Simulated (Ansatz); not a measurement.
in.yaml

```yaml
crystal:
  periodic: [false, false, false]
  atoms:
    - {symbol: Si, position_ang: [0.000000, 0.000000, 3.209989]}
    - {symbol: B, position_ang: [0.000000, 0.000000, -1.012011]}
    - {symbol: H, position_ang: [0.000000, 0.000000, -2.197977]}
basis:
  gaussian: {orbitals: 6-31G}
magnetization: {spin_polarized: true, initial_magnetization: 0}
correlation: {method: ccsdtq, electrons: outside_noble_gas}
```

```sh
$ ansatz run in.yaml --threads 1 --pin off --events-out ev --progress --plain --max-ram 2393MiB
```

(1) Roughly how long does this take on 1 thread of Arm Neoverse V2, shared host, and how much host memory?

```
485 factors; integrals over basis functions are off by at most 8.7e-8 eV
mean field evaluation 1: about -8540.5732 eV, gradient 6.1e0 eV
mean field evaluation 2: about -8540.5715 eV, gradient 6.1e0 eV
mean field evaluation 4: about -8541.1884 eV, gradient 3.8e-1 eV
mean field evaluation 8: about -8541.1906 eV, gradient 1.2e-4 eV
mean field evaluation 16: about -8541.2774 eV, gradient 5.1e-1 eV
mean field evaluation 32: about -8542.4034 eV, gradient 7.8e-6 eV
mean field evaluation 64: about -8542.4031 eV, gradient 5.5e-2 eV
mean field evaluation 96: about -8542.4034 eV, gradient 9.0e-3 eV
mean field evaluation 128: about -8542.4825 eV, gradient 8.8e-7 eV
mean field evaluation 160: about -8542.4825 eV, gradient 3.1e-2 eV
...
cycle   5  -2.85314719 eV  change    5.0e-8 eV  update   2.7e-6
cycle   6  -2.85314712 eV  change    6.7e-8 eV  update   4.2e-6
cycle   7  -2.85314708 eV  change    3.7e-8 eV  update   1.3e-5
cycle   8  -2.85314706 eV  change    2.2e-8 eV  update   1.4e-5
cycle   9  -2.85314704 eV  change    1.9e-8 eV  update   2.7e-6
cycle  10  -2.85314704 eV  change   9.5e-10 eV  update   1.7e-6
cycle  11  -2.85314704 eV  change  -4.5e-10 eV  update   2.7e-6
cycle  12  -2.85314704 eV  change   -2.7e-9 eV  update   2.0e-6
cycle  13  -2.85314705 eV  change   -7.9e-9 eV  update   1.4e-6
cycle  14  -2.85314706 eV  change   -1.2e-8 eV  update   1.5e-7
WARN: the results are in doubt because among natural orbitals full CI differs from the method by +1.076 eV
Total energy: -8545.10826708 eV, -314.0269367326 hartree
In doubt: among natural orbitals full CI differs from the method by +1.076 eV
```

## Answers

(1) 75 s wall and 0.23 GiB.
